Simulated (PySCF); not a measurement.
Species: C4H5OP.
SMILES: `O=[PH]1C=CC=C1`

The calculation used PBE0/cc-pVDZ geometry optimisation, gas phase in PySCF.

Take the most abundant isotopes and a rigid rotor. 

Q: Give the principal moments of inertia and the rotational constants in MHz.

A: Ia = 78.77, Ib = 184.19, Ic = 243.86 u·Å²; 505379 MHz·u·Å²/I gives A = 6416, B = 2744, C = 2072 MHz.

Q: Classify the top.

A: An asymmetric top; Ray's κ = -0.691.

Q: What does the inertial defect say?

A: Not planar: Δ = Ic − Ia − Ib = -19.09 u·Å². For a rigid frame Δ = −2 Σ m c², so Σ m c² = 9.55 u·Å² lies off the ab plane: 3.14 from hydrogen and 6.40 from heavier atoms. The atom farthest from that plane is 1.72 Å away.

Q: Give the other two planar moments, Paa and Pbb, and the rms extents of the mass along the axes.

A: Paa = Σ m a² = (Ib + Ic − Ia)/2 = 174.64 and Pbb = Σ m b² = (Ia + Ic − Ib)/2 = 69.22 u·Å². With the mass M = 100.01 u, the rms extents √(P/M) along a, b and c are 1.32, 0.83, 0.31 Å.

Q: Give the coordinates in the principal-axis frame, origin at the centre of mass.

A: The sense of each axis is arbitrary; atoms in the order of the calculation.
```tsv
atom	mass (u)	a (Å)	b (Å)	c (Å)
O1	15.995	2.074	0.001	-0.458
P2	30.974	0.761	-0.002	0.284
C3	12.000	-0.476	1.311	0.034
C4	12.000	-1.680	0.742	-0.147
C5	12.000	-1.682	-0.738	-0.146
C6	12.000	-0.480	-1.311	0.029
H7	1.008	0.863	-0.009	1.719
H8	1.008	-0.267	2.380	0.054
H9	1.008	-2.607	1.303	-0.287
H10	1.008	-2.612	-1.296	-0.279
H11	1.008	-0.277	-2.382	0.057
```

Q: List the rotational levels J(Ka,Kc) to J = 4 (MHz).

A: Above 0(0,0):
J = 1: 1(0,1) 4816, 1(1,1) 8488, 1(1,0) 9160
J = 2: 2(0,2) 14365, 2(1,2) 17449, 2(1,1) 19464, 2(2,1) 30480, 2(2,0) 30564
J = 3: 3(0,3) 28486, 3(1,3) 30841, 3(1,2) 34863, 3(2,2) 44929, 3(2,1) 45340, 3(3,1) 65018, 3(3,0) 65025
J = 4: 4(0,4) 46980, 4(1,4) 48613, 4(1,3) 55282, 4(2,3) 64128, 4(2,2) 65310, 4(3,2) 84433, 4(3,1) 84479, 4(4,1) 112355, 4(4,0) 112355
The levels of one J sum to (2J + 1)J(J + 1)(A + B + C)/3.

Q: Predict some low-J microwave lines.

A: The dipole components are |μa| = 4.13 D, |μb| = 0.00 D, |μc| = 1.43 D; the mirror of this Cs structure is the ac plane, so μb vanishes by symmetry (the 0.01 D computed is a residue) and there are no b-type lines. The squared components, which scale the intensities, stand as 1.00 : 0.12 (a : c). Some lines, for components of 0.1 D or more:

```csv
type,branch,"J(Ka,Kc)",MHz,lower level (cm⁻¹)
a,Q,"1(1,0) ← 1(1,1)",671,0.283
a,Q,"2(1,1) ← 2(1,2)",2014,0.582
c,Q,"3(1,3) ← 3(0,3)",2355,0.950
c,Q,"2(1,2) ← 2(0,2)",3085,0.479
c,Q,"1(1,1) ← 1(0,1)",3672,0.161
a,Q,"3(1,2) ← 3(1,3)",4022,1.029
a,R,"1(0,1) ← 0(0,0)",4816,0.000
a,R,"2(1,2) ← 1(1,1)",8961,0.283
a,R,"2(0,2) ← 1(0,1)",9548,0.161
c,Q,"3(2,2) ← 3(1,2)",10066,1.163
a,R,"2(1,1) ← 1(1,0)",10304,0.306
c,Q,"2(2,1) ← 2(1,1)",11017,0.649
a,R,"3(0,3) ← 2(0,2)",14121,0.479
a,R,"3(2,2) ← 2(2,1)",14449,1.017
a,R,"3(2,1) ← 2(2,0)",14776,1.020
c,R,"3(1,2) ← 2(0,2)",20499,0.479
c,R,"2(2,0) ← 1(1,0)",21404,0.306
c,R,"3(2,1) ← 2(1,1)",25877,0.649
c,R,"3(2,2) ← 2(1,2)",27480,0.582
```

Q: Estimate the classical rotational partition function at 50 K, 200 K and 298.15 K.

A: Point group Cs, symmetry number σ = 1; q = (√π/σ)·√((kT/h)³/(ABC)), k/h = 20836.6 MHz/K: 9870 at 50 K, 78900 at 200 K, 144000 at 298.15 K.

PBE0/cc-pVDZ frequencies: not computed here. Zero-point vibration and centrifugal distortion are left out.

On one thread, Intel Xeon 6975P-C (x86_64), on a shared host, this took 33 s wall and 0.53 GiB of memory at its peak. This is the geometry optimisation.
